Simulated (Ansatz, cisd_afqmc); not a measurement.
Species: SiO, charge 0, triplet. This triplet is an excited state, 4.2 eV above the singlet at CCSD(T)/cc-pV(5+d)Z (Ansatz, a first-principles code). SiO (SMILES O=[Si], triplet).
B3LYP-D3(BJ)/def2-TZVP minimum from Ansatz:
```
Si
O 1 1.5739
```
Charge 0, spin multiplicity 3.

Total energies in cc-pV(Q+d)Z, 10 correlated electrons, 6 frozen orbitals. Open shells are spin-unrestricted; no spin-orbit coupling. Correlated methods leave the cores frozen. No relativity. The Monte Carlo rows (phaseless AFQMC, CISD trial, step 0.005/hartree) carry one-sigma bars that omit the constraint's bias. Outlying blocks are dropped, and bars are widened where a walk drifts. Over all cases where full CI ran beside it in this data, AFQMC minus full CI had a median of +0.1 mEh and passed +0.4 mEh in a tenth of the cases. The UHF reference of OSi (O=[Si], triplet) is spin-contaminated (<S^2> up to 0.06 over the pure value in the sets run). The determinant of OSi (O=[Si], triplet) is a saddle point of the SCF energy; a lower one exists, which strains HF and MP2. The spin of OSi (O=[Si], triplet) was assumed, and the state is the lowest solution found for it.

```csv
method,program,energy (Eh),minus CCSDT(Q) (mEh)
HF,Ansatz,-363.72517,355.72
MP2,Ansatz,-364.04576,35.14
CCSD,Ansatz,-364.05920,21.69
CCSD(T),Ansatz,-364.07729,3.60
CCSDT(Q),Ansatz,-364.08089,0.00
AFQMC/CISD,cisd_afqmc,-364.0768 ± 0.0006,4.1 ± 0.6
```

Rough core times of Ansatz's runs on a shared machine: CCSD(T) 7 min, CCSDT(Q) 40 min.
